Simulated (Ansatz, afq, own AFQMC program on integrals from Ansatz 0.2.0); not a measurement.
Two steps: Ansatz 0.2.0 writes the Fock matrix and Cholesky factors of the valence space, and afq projects on them the lowest state that overlaps trial and start.

```yaml
crystal:
  periodic: [false, false, false]
  atoms:
    - {symbol: Ge, position_ang: [0.004151, 0.000000, 0.665469]}
    - {symbol: Al, position_ang: [-0.088535, 0.000000, -1.648990]}
    - {symbol: H, position_ang: [0.835433, 1.056585, -0.401430]}
    - {symbol: H, position_ang: [0.835435, -1.056584, -0.401430]}
    - {symbol: H, position_ang: [0.399939, 0.000000, -3.014235]}
basis:
  gaussian: {orbitals: cc-pVDZ}
magnetization: {spin_polarized: false}
correlation: {method: ccsd_t, electrons: outside_noble_gas, hamiltonian_folder: ham}
```

```sh
$ ansatz run in.yaml --threads 1 --pin off --events-out ev --progress --plain --max-ram 1382MiB
```

Options of the walk:

```
--method phaseless --trial cisd --walkers 60 --populations 1 --least-time 40 --time-step 0.005 --steps-per-block 50 --equilibration-blocks 28 --max-blocks 300 --target-error 0.00038 --factor-cut 1e-05 --seed 3908 --release-times 0.24,0.51,0.99,1.62,2.4 --release-step 0.03 --release-every 4 --taylor-order 6
```

Times are imaginary, in 1/Eh. The walk had a cap of 656 s. Filled inner d shells are frozen with the cores.

Log:

```
orbitals 41  electrons 5 5  factors 333 of 637
reference energy -2318.93259967 Eh
CCSD correlation -0.19804673 Eh in 10 cycles, weight of the determinant in the CISD state 0.8612
energy of the start -2319.130646 Eh
 block  time / (1/Eh)  mean weight  energy / Eh
     1     0.250  1.0000  -2319.127682
     2     0.500  1.0001  -2319.127628
     3     0.750  0.9980  -2319.128042
     4     1.000  0.9994  -2319.130320
     5     1.250  1.0011  -2319.133117
     9     2.250  0.9992  -2319.132980
    33     8.250  0.9991  -2319.140860
    65    16.250  0.9978  -2319.135336
    97    24.250  1.0004  -2319.136919
   129    32.250  0.9986  -2319.144533
   161    40.250  1.0025  -2319.138556
   169    42.250  0.9997  -2319.134177
   193    48.250  1.0009  -2319.138324
   217    54.250  0.9972  -2319.146467
   225    56.250  1.0005  -2319.137207
   257    64.250  1.0010  -2319.140616
   289    72.250  0.9998  -2319.135384
   321    80.250  1.0004  -2319.140032
blocks merged  error / Eh  count
     1  0.000207  300
     2  0.000266  150
     4  0.000336  75
     8  0.000395  37
    16  0.000434  18
    32  0.000439  9
released: time / (1/Eh)  energy / Eh  error  mean overlap
  0.24  -2319.139454  0.000535  1.0122
  0.51  -2319.139489  0.000501  1.0155
  0.99  -2319.139230  0.000360  1.0249
  1.62  -2319.139804  0.000498  1.0155
  2.40  -2319.139829  0.000475  1.0161
energy -2319.139465 +/- 0.000434 Eh
(rows thinned)
```

The run passed its tests (sampling time, drift between the halves within three errors, error under three times the target), which doesn't prove that it has relaxed.

Against this walk (error 11.8 meV) on the same determinant: CCSD(T) 39.9 meV higher, CCSDT(Q) 5.8 meV lower (within the noise). The error is statistical and leaves out the bias of the constraint. Released to 2.40 1/Eh the energy moves by -10 ± 17 meV (both errors), within twice the noise.

Cautions: constraint bias not in the error; error above the target (11.8 against 10.3 meV); no relativity below Rb; no spin-orbit coupling; inner d shell frozen.

The walk took 4 min on 1 thread of Intel(R) Xeon(R) 6975P-C (Granite Rapids), on a shared host. The log's last line is the phaseless energy.

CCSDT and higher add their correlation energy to the determinant of the CCSD(T) run, since their own runs factorise the integrals more tightly (a shift of under 2 meV). A walk keeps the symmetry of its determinant, which the program's search chose and which needn't be the lowest solution, so a lower state of the same spin and another symmetry isn't excluded.
